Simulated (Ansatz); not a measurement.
Elements on the sites of an ideal hcp lattice, at a guessed lattice constant:

```xyz
20
Lattice="4.2836 -2.4731 -4.5692 4.2836 -2.4731 4.5692 -1.4279 -7.4194 0.0000" Properties=species:S:1:pos:R:3 pbc="T T T"
Ru    4.2836   -5.7707   -3.4269
Ru    2.8558   -8.2438   -3.4269
Ru    7.1393   -5.7707    1.1423
Ru    5.7115   -3.2975    1.1423
Ru    2.8558   -8.2438    1.1423
Ru    2.8557   -6.5950   -1.1423
Ru    2.8557   -1.6487   -1.1423
Ru    0.0000   -6.5950   -1.1423
Os    1.4278   -4.1219   -1.1423
Au    1.4279   -5.7707    1.1423
Au    5.7115   -8.2438    1.1423
Au    4.2836   -5.7707    1.1423
Au    2.8558   -3.2975    1.1423
Au    1.4279   -0.8244    1.1423
Au    2.8557   -6.5950    3.4269
Au    5.7114   -6.5950   -1.1423
Au    4.2836   -4.1219    3.4269
Au    7.1393   -4.1219   -1.1423
Au    4.2836   -9.0681   -1.1423
Au    4.2836   -4.1219   -1.1423
```

Cell and atoms were relaxed without symmetry on coarser meshes and computed once more. Computed with Ansatz, DFT r2SCAN, scalar-relativistic, plane waves, PAW.

Plane waves to 500 eV, a k mesh through Γ of 5×5×5 on the computed 20-atom cell and Gaussian smearing (0.10 eV); no spin polarisation.

The relaxation ran on 2×2×2 (shifted) and then 3×3×3 k points with a smearing of 0.1 eV, from sites shaken by 0.02 Å.

Task: What does the relaxation give?

Result: A volume of 15.77 Å³/atom and no gap on the mesh. It lies 0.40 eV/atom above the elements' standard states (static lattices, no corrections for gases). The atoms leave their sites by 0.13 Å (root mean square) and 0.25 Å at most, and the cell stretches by up to 3.2 % at fixed volume.

```yaml
crystal:
  lattice:
    - [4.12237, -2.41282, -4.59178]
    - [4.25816, -2.42022, 4.72518]
    - [-1.40887, -7.27067, -0.01562]
  atoms:
    - { symbol: Ru, position: [0.93967, 0.18078, 0.41079] }
    - { symbol: Ru, position: [0.81135, 0.08389, 0.80339] }
    - { symbol: Ru, position: [0.71403, 0.01455, 0.19394] }
    - { symbol: Ru, position: [0.53354, 0.81825, 0.97913] }
    - { symbol: Ru, position: [0.35703, 0.58617, 0.80027] }
    - { symbol: Ru, position: [0.55267, 0.28786, 0.61801] }
    - { symbol: Ru, position: [0.46790, 0.19265, 0.99123] }
    - { symbol: Ru, position: [0.28092, 0.01271, 0.79129] }
    - { symbol: Os, position: [0.36345, 0.11355, 0.41231] }
    - { symbol: Au, position: [0.14708, 0.38530, 0.60096] }
    - { symbol: Au, position: [0.64628, 0.88856, 0.59118] }
    - { symbol: Au, position: [0.44629, 0.69302, 0.39147] }
    - { symbol: Au, position: [0.24368, 0.47510, 0.19014] }
    - { symbol: Au, position: [0.04013, 0.28041, 0.99404] }
    - { symbol: Au, position: [0.07007, 0.81336, 0.60690] }
    - { symbol: Au, position: [0.86358, 0.60101, 0.40140] }
    - { symbol: Au, position: [0.15652, 0.92029, 0.20213] }
    - { symbol: Au, position: [0.95728, 0.72592, 0.00090] }
    - { symbol: Au, position: [0.75305, 0.50386, 0.80823] }
    - { symbol: Au, position: [0.65654, 0.40581, 0.20896] }
```

Spin-orbit coupling is left out, which matters for the bands of heavy elements.

Cost: 2 runs of about 15 core-minutes in all (earlier runs that led there not counted), on AMD EPYC 9R45 (Zen 5) (shared hosts).